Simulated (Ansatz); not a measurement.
Reaction: C3H4S (SMILES C#CCS) → C2H (SMILES C#[C], doublet) + CH3S (SMILES [CH2]S, doublet) (the C-C bond breaks)
Each species at its own B3LYP-D3(BJ)/def2-TZVP minimum (Ansatz, a quantum-chemistry and plane-wave program), one conformer.

Wanted: bond dissociation energy (electronic), in kJ/mol. Open shells are spin-unrestricted; no spin-orbit coupling. CBS(X,Y): correlation extrapolated as X^-3, Hartree-Fock from the larger set. A bracket is a step between two methods taken in the basis named. Functionals run without relativity, which enters their misses. Double hybrids freeze cores in their MP2 part. '+ core + X2C': CCSD(T) terms for core correlation (cc-pwCVTZ, 1s frozen past Ne) and scalar relativity (cc-pVTZ-DK). The UHF reference of C2H ([C]#C, doublet) is spin-contaminated (<S^2> up to 0.36 over the pure value in the sets run).

CCSD(T)/CBS(cc-pV(T+d)Z,cc-pV(Q+d)Z) + [CCSDT(Q) - CCSD(T)]/cc-pV(D+d)Z + core + X2C (Ansatz) gives 506.6 kJ/mol.

Problem. How far off this value is PBE/def2-TZVPD (Ansatz), in which direction, and how far these levels: r2SCAN/def2-TZVPD, PBE0/def2-TZVPD, B2PLYP/def2-TZVPD, CCSD(T)/CBS(cc-pV(T+d)Z,cc-pV(Q+d)Z) + core + X2C?

Solution. PBE gives 503.1 kJ/mol, 3.5 kJ/mol below it. Differences of the others: r2SCAN/def2-TZVPD (Ansatz) -26.8; PBE0/def2-TZVPD (Ansatz) -4.1; B2PLYP/def2-TZVPD (Ansatz) -2.8; CCSD(T)/CBS(cc-pV(T+d)Z,cc-pV(Q+d)Z) + core + X2C (Ansatz) 3.6 kJ/mol.
